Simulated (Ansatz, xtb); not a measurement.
## CH4AlO: which of two isomers lies lower

We compare I, `[CH3][Al][OH]`, a doublet, with II, `[CH2][AlH][OH]`, a doublet. Both are isolated molecules in the gas phase, relaxed with r2SCAN-D4/def2-SVP; the shapes shown needn't be the lowest conformers.

I (Å):

```xyz
7

C    -2.3266   -0.6089   -0.4920
Al   -0.8738    0.5342    0.1827
O     0.5167    0.6436   -0.8196
H    -3.2596   -0.0368   -0.6279
H    -2.5505   -1.4315    0.2076
H    -2.0343   -1.0423   -1.4636
H     1.3002    1.1637   -0.6174
```

II (Å):

```xyz
7

C    -0.5582   -0.3081   -1.6691
Al    0.7615    0.0309   -0.3120
O     0.3927    1.2641    0.8124
H     2.1294   -0.7687   -0.2086
H    -1.5079    0.2400   -1.7483
H    -0.4587   -1.0683   -2.4568
H     0.9524    1.5433    1.5415
```

Task: Estimate which is lower in electronic energy at CCSD(T)/def2-SVP + ΔMP2/def2-TZVPP, and by roughly how much.

Result: The CCSD(T)/def2-SVP + ΔMP2/def2-TZVPP calculation puts structure I lower, by 70.9 kJ/mol.

The same difference at several levels:

| level | geometry | E(II) − E(I) (kJ/mol) | departure from the last row (kJ/mol) | job, with rough time for the two |
| --- | --- | --- | --- | --- |
| GFN2-xTB | GFN2-xTB | +54.6 | −16.3 | optimisation, 0.46 s |
| HF/STO-3G | GFN2-xTB | −29.9 | −100.8 | single point, 0.89 s |
| r2SCAN-D4/def2-SVP//GFN2-xTB | GFN2-xTB | +65.1 | −5.8 | single point, 9 s |
| r2SCAN-D4/def2-SVP | r2SCAN-D4/def2-SVP | +70.0 | −1.0 | optimisation, 5.1 min |
| HF/def2-SVP | r2SCAN-D4/def2-SVP | +33.1 | −37.8 | part of the CCSD(T) run |
| MP2/def2-SVP | r2SCAN-D4/def2-SVP | +76.5 | +5.6 | part of the CCSD(T) run |
| CCSD(T)/def2-SVP | r2SCAN-D4/def2-SVP | +66.5 | −4.4 | single point |
| CCSD(T)/def2-SVP + ΔMP2/def2-TZVPP | r2SCAN-D4/def2-SVP | +70.9 |  | single point, 34 s |

As drawn, II has 1 Al–H in place of 1 C–H.

HF/STO-3G puts the two in the other order. The largest departure from CCSD(T)/def2-SVP + ΔMP2/def2-TZVPP is that of HF/STO-3G, 100.8 kJ/mol. The last row adds to CCSD(T) the change of the MP2 difference between the two basis sets, here +4.4 kJ/mol.

With harmonic frequencies from r2SCAN-D4/def2-SVP (ideal gas, rigid rotor, one conformer each, 200 K, 1 atm): on the last row, ΔE + ΔZPE = +57.8 kJ/mol. A mode under 50 cm⁻¹ makes harmonic enthalpies and free energies unreliable, so none is given.

Open shells are spin-unrestricted. The correlated steps freeze 7 core orbitals. Codes used: Ansatz 0.2.0, xtb 6.7.1; the last row on 1 thread of Intel(R) Xeon(R) Processor @ 2.50GHz (Skylake/Cascade Lake) on a shared host.
